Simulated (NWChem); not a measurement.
**Correlation energy of Be**

```xyz
1

Be     0.0000     0.0000     0.0000
```
Charge 0, spin multiplicity 1.

Everything below was run with NWChem.

Basis set: STO-3G. Each correlation energy counts from its own Hartree-Fock reference.

The correlated methods keep 1 core orbital frozen. Coupled-cluster values serve here as a point of comparison, not as the truth.

```
method      correlation energy (mHa)
----------  ------------------------
SCS-MP2                          [?]
CCSDT                          -51.4
CR-CCSD(T)                     -51.4
CCSD                           -51.4
MP2                              [?]
CR-CCSD[T]                     -51.4
```

Task: Some entries are withheld; supply them.

Result: 
- SCS-MP2, correlation energy (mHa): -28.5
- MP2, correlation energy (mHa): -23.8
